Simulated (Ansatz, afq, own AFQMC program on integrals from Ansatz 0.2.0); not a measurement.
# GeH⁻, singlet → GeH⁻, triplet

| atom | x (Å) | y (Å) | z (Å) |
| --- | --- | --- | --- |
| Ge | 0.0000 | 0.0000 | 0.0000 |
| H | 0.0000 | 0.0000 | 1.6332 |

E(triplet, charge -1) − E(singlet, charge -1) at this geometry, on RHF and UHF determinants.

Basis aug-cc-pVDZ. Noble-gas cores (and the filled d shells of Ga–Kr and In–Xe) are frozen. Ansatz 0.2.0 and our own AFQMC program on the same integrals; the CISD trial comes from CCSD amplitudes, and released means the phaseless constraint is let go. Uncertainties: one standard error, sampling alone. No spin–orbit coupling. The errors of all members are added in quadrature.

Full CI on the same integrals is exact in this basis and with this determinant's frozen core.

Errors are counted within aug-cc-pVDZ, not against nature.

Cautions: inner d shell frozen; no relativity below Rb; no spin-orbit coupling; GeH⁻ (singlet): another spin lies lower, at this level and basis the anion state lies above a neutral one, restricted determinant unstable towards unrestricted (UHF 976 meV lower, ⟨S²⟩ 1.03), the CCSDT(Q) amplitudes may be one of several solutions (largest double 0.63), the CCSDTQ amplitudes may be one of several solutions (largest double 0.69), the ph-AFQMC/CISD walk drifts between its halves (2.6 errors), the released energy hasn't reached full CI (137 meV above it at 2.40 1/Eh), so no released level is given (meV from the phaseless value at times in 1/Eh: 0 ± 3 at 0.24, -5 ± 3 at 0.51, -7 ± 4 at 0.99, -11 ± 3 at 1.62, -10 ± 3 at 2.40), the determinant fills πx and πy unequally, so it mixes two states of the linear molecule, and each level undoes that mixture to a different degree, while full CI gives the lower state, CCSDTQ on the UHF determinant differs (680 meV lower), perhaps since the unrestricted series falls towards higher spin, its ph-AFQMC/CISD value lies 147 ± 4 meV above full CI.

Reference (full CI): -0.689 eV.

```json
{"level": "HF", "vertical spin gap (eV)": "-1.323", "error against FCI (eV)": "-0.633"}
{"level": "MP2", "vertical spin gap (eV)": "-0.990", "error against FCI (eV)": "-0.300"}
{"level": "CCSD", "vertical spin gap (eV)": "-0.869", "error against FCI (eV)": "-0.180"}
{"level": "CCSD(T)", "vertical spin gap (eV)": "-0.821", "error against FCI (eV)": "-0.131"}
{"level": "CCSDT", "vertical spin gap (eV)": "-0.715", "error against FCI (eV)": "-0.025"}
{"level": "CCSDT(Q)", "vertical spin gap (eV)": "-0.681", "error against FCI (eV)": "0.008"}
{"level": "CCSDTQ", "vertical spin gap (eV)": "-0.690", "error against FCI (eV)": "-0.001"}
{"level": "ph-AFQMC/HF", "vertical spin gap (eV)": "-0.806 ± 0.027", "error against FCI (eV)": "-0.116 ± 0.027"}
{"level": "ph-AFQMC/CISD", "vertical spin gap (eV)": "-0.833 ± 0.004", "error against FCI (eV)": "-0.144 ± 0.004"}
```

Correlation beyond CCSD(T) adds 0.131 eV. The perturbative (T) step is worth +0.049 eV. Where a determinant mixes two states, these steps and errors hold in part the undoing of that mixture, and only full CI is sure.

CCSDT and higher add their correlation energy to the determinant of the CCSD(T) run, since their own runs factorise the integrals more tightly (a shift of under 2 meV).
